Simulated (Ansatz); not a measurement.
Species: H$_{4}$Si, SMILES `[SiH4]` (charge 0, multiplicity 1).

Problem. Give a relaxed geometry from PBE0-D3(BJ)/def2-TZVP in Ansatz (a quantum-chemistry and plane-wave program).

Solution. the end point of this relaxation (outside a Z-matrix the atoms follow the SMILES, hydrogens last).
Bond lengths (Å): Si1–H2 1.485, Si1–H3 1.485, Si1–H4 1.485, Si1–H5 1.485. Angles (°): H2–Si1–H3 109.5, H2–Si1–H4 109.5, H2–Si1–H5 109.5, H3–Si1–H4 109.5, H3–Si1–H5 109.5, H4–Si1–H5 109.5.
